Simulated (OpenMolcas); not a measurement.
# LiH (SMILES [LiH]): the vertical ionisation energy, rung by rung

LiH has 2 atoms, charge 0, and is taken as a singlet. SMILES: `[LiH]`. The bond length is the measured one.

```xyz
2

Li    0.0000    0.0000    0.0000
H     0.0000    0.0000    1.5957
```

Each level gives the vertical ionisation energy (to the doublet cation) (eV). The values are calculated.

```
                               level                kind     program  value (eV)  less FCI/def2-SVP  CPU time (all runs)
                         HF/def2-SVP        Hartree–Fock  OpenMolcas        6.96              -0.73                3.2 s
 HF/def2-SVP, open shells restricted        Hartree–Fock  OpenMolcas        6.96              -0.73                3.8 s
                        PBE/def2-SVP                 GGA  OpenMolcas        8.01              +0.32                5.9 s
                     M06-2X/def2-SVP     hybrid meta-GGA  OpenMolcas        8.06              +0.37                  7 s
                       PBE0/def2-SVP       global hybrid  OpenMolcas        7.96              +0.27                5.7 s
                CASPT2(2,5)/def2-SVP      multireference  OpenMolcas        7.68              -0.01                4.1 s
                  MRCI(2,5)/def2-SVP      multireference  OpenMolcas        7.69               0.00                  4 s
             SC-NEVPT2(2,5)/def2-SVP      multireference  OpenMolcas        7.68              -0.01                3.8 s
FCI/def2-SVP, open shells restricted  exact in the basis  OpenMolcas        7.69               0.00                3.9 s
```

FCI/def2-SVP, open shells restricted is exact within its basis and frozen core, so for wave-function methods in that basis the difference is their error; functionals converge differently with the basis, so for them it is only a difference. The values span 6.96 to 8.06 eV. Times are those of the runs behind each value, whatever else they computed, on shared processors of several kinds: orders of magnitude only.
